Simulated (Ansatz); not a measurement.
# Worked example: correlation energy of C4H6, singlet

Geometry: MP2(full)/6-31G*, from the G2/97 set.

| atom | x (Å) | y (Å) | z (Å) |
| --- | --- | --- | --- |
| C | 0.0000 | 0.0000 | 2.0720 |
| C | 0.0000 | 0.0000 | 0.6100 |
| C | 0.0000 | 0.0000 | -0.6100 |
| C | 0.0000 | 0.0000 | -2.0720 |
| H | 0.0000 | 1.0207 | 2.4646 |
| H | -0.8839 | -0.5103 | 2.4646 |
| H | 0.8839 | -0.5103 | 2.4646 |
| H | 0.0000 | 1.0207 | -2.4646 |
| H | 0.8839 | -0.5103 | -2.4646 |
| H | -0.8839 | -0.5103 | -2.4646 |

Basis 6-31G* (Cartesian d functions); Ansatz 0.2.0. Only valence electrons are correlated (noble-gas cores frozen), which leaves 22 electrons in 68 orbitals. Prefix R: restricted or restricted open-shell reference.

Full CI isn't at hand for all of this; RCCSDT(Q) serves as the reference, and is uncertain by about the last step of the cluster series.

Runs differ by some tens of microhartree through their thresholds, so steps under 0.03 kcal/mol mean nothing.

```csv
level,total energy (hartree)
RHF,-154.906630
RMP2,-155.415702
RCCSD,-155.453121
RCCSD(T),-155.473083
RCCSDT,-155.473826
RCCSDT(Q),-155.475181
```

What is the correlation energy at RCCSDT(Q), and what share of it do RMP2 and RCCSD(T) recover?

E(corr) = -155.475181 − (-154.906630) = -0.568551 hartree = -15.471 eV. RMP2: -0.509072 / -0.568551 = 89.54 %. RCCSD(T): -0.566453 / -0.568551 = 99.63 %.

By how many kcal/mol does RCCSD(T) miss RCCSDT(Q) (1 hartree = 627.509 kcal/mol), and which steps make up the rest?

-155.473083 − (-155.475181) = 0.002098 hartree = 1.32 kcal/mol. Steps: RCCSDT − RCCSD(T) = -0.47, RCCSDT(Q) − RCCSDT = -0.85 kcal/mol. Differences between like states or geometries often cancel part of this.
